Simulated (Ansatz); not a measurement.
BHPb2O4 (C2/m, No. 12; cell taken from a computed entry)

These are PBEsol (Ansatz, a quantum-chemistry and plane-wave program, PAW) values and carry that method's errors.

Numerical settings: plane-wave cutoff 520 eV, 8×8×6 k mesh (along the axes of the cell as run), Fermi–Dirac smearing 0.01 eV, scalar-relativistic PAW data made under PBE.

Cell: relaxed with PBEsol: a = 12.919 Å, b = 5.671 Å, c = 7.380 Å, α = 90.00°, β = 116.76°, γ = 90.00°.

| Property | Result |
|---|---|
| band gap | 2.92 eV |
| smallest direct gap on the k points sampled | 3.14 eV |
| direct gap at Γ | 3.99 eV |

Note: this cell isn't known to be the ambient phase, and symmetry holds it in the calculation.

Spin–orbit coupling is not included; with these elements it can move the gap by several tenths of an eV or more.

Static lattice: no zero-point or thermal effects.

It cost very roughly 6 core-minutes of CPU time.
